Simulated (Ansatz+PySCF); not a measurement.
doublet H3O: levels of theory in one basis

```xyz
4

O     0.0000    0.0000   -0.3906
H     0.0000    0.0000    3.1246
H    30.0000    0.0000   -1.3696
H    30.0000    0.0000    1.3696
```

Basis set: 6-31G (spherical functions). Frozen core: 1 orbital. Correlation on ROHF uses semicanonical orbitals with singles. Charge 0, multiplicity 2.

Computed with Ansatz (development build ahead of 0.2.0); each method stands on the lowest determinant of its kind that the runs found. NEVPT2 correlates all electrons. Active spaces start from the frontier orbitals, and the lowest solution found is given.

```json
{"method": "ROHF", "E − E(ROHF) (eV)": "0.00", "<S²> of the determinant": "0.75"}
{"method": "UHF", "E − E(ROHF) (eV)": "-7.79", "<S²> of the determinant": "2.74"}
{"method": "ROHF-MP2", "E − E(ROHF) (eV)": "-4.15", "<S²> of the determinant": "–"}
{"method": "UHF-MP2", "E − E(ROHF) (eV)": "-9.14", "<S²> of the determinant": "2.74"}
{"method": "ROHF-CCSD", "E − E(ROHF) (eV)": "-6.96", "<S²> of the determinant": "–"}
{"method": "ROHF-CCSD(T)", "E − E(ROHF) (eV)": "-7.10", "<S²> of the determinant": "–"}
{"method": "UHF-CCSD(T)", "E − E(ROHF) (eV)": "-9.42", "<S²> of the determinant": "2.74"}
{"method": "full CI (lowest root of this spin)", "E − E(ROHF) (eV)": "-9.42", "<S²> of the determinant": "–"}
{"method": "CASSCF(5,5)", "E − E(ROHF) (eV)": "-7.78", "<S²> of the determinant": "–"}
{"method": "CASSCF(3,3)", "E − E(ROHF) (eV)": "-4.45", "<S²> of the determinant": "–"}
{"method": "SC-NEVPT2(5,5)", "E − E(ROHF) (eV)": "-9.18", "<S²> of the determinant": "–"}
```

Q: What does SC-NEVPT2(3,3) give on the same scale?

A: -6.29 eV. NEVPT2 here correlates all electrons, so it doesn't share the others' frozen core.

At such a shape the full CI root can have another spatial symmetry than the determinants, so the rows needn't describe one state.

Q: Is a single determinant a sound starting point here?

A: It is doubtful. Unrestricted orbitals lower Hartree–Fock by 7.79 eV and <S²> is 2.74 where a pure state has 0.75, a sign of strong static correlation. The CASSCF(5,5) natural occupations are 1.21, 1.03, 1.00, 0.97, 0.79. The CASSCF(3,3) natural occupations are 1.21, 1.00, 0.79.

Caution for ROHF, ROHF-MP2, ROHF-CCSD, ROHF-CCSD(T): an unrestricted determinant lies well below. Caution for UHF, UHF-MP2, UHF-CCSD(T): the unrestricted determinant is a mixture of spin states. Caution for ROHF-MP2, UHF-MP2: large amplitudes, a single reference is doubtful. Caution for ROHF-MP2, UHF-MP2, ROHF-CCSD, ROHF-CCSD(T), UHF-CCSD(T): a plain start can end on a higher determinant. Caution for ROHF-MP2: another reference gives a lower total. Caution for ROHF-CCSD, ROHF-CCSD(T), UHF-CCSD(T): very large amplitudes, the method is breaking down; the amplitudes may be one of several solutions. Caution for CASSCF(5,5), CASSCF(3,3): other starts end on other solutions of this active space.
